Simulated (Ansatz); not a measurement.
hcp Be, treated with LDA in Ansatz (plane waves, PAW).

Run with plane-wave cutoff 520 eV, 30×30×16 k mesh (along the axes of the cell as run), Fermi–Dirac smearing 0.05 eV, scalar-relativistic PAW data made under PBE.

Results at a series of volumes:

```
V (Å³/atom)  E − E_lowest (meV/atom)  P (GPa)
-----------  -----------------------  -------
7.247                           5.26     5.74
7.398                           1.28     2.75
7.549                           0.00     0.01
7.700                           1.20    -2.51
7.851                           4.66    -4.82
```

Task: Estimate the bulk modulus from the pressures at 7.398 and 7.700 Å³/atom, and compare it with a fit to all energies.

Result: B = −V dP/dV. Between V = 7.398 and 7.700 Å³/atom, dP/dV = (-2.51 − (2.75))/(7.700 − 7.398) = -17.4 GPa per Å³/atom; at the midpoint 7.549 Å³/atom this gives B ≈ 131 GPa. The third-order Birch–Murnaghan fit gives V0 = 7.549 Å³/atom, B0 = 131 GPa, B′ = 3.3, which lies within 1 % of that estimate.

Shape and atoms are relaxed at each volume.

Measured, for comparison: bulk modulus 117 GPa (room temperature, not corrected to a static lattice, our sources range from 97.2 to 117; as tabulated in arXiv:2410.04971). Computed (rounded) less measured: bulk modulus not scored (sources differ).

Note: the bulk modulus comes from volumes at which shape and atoms were relaxed.

Computed values are for the static lattice.

Cost on a shared machine: around 2.9 core-minutes (rough).

Ansatz is a program for electronic structure.
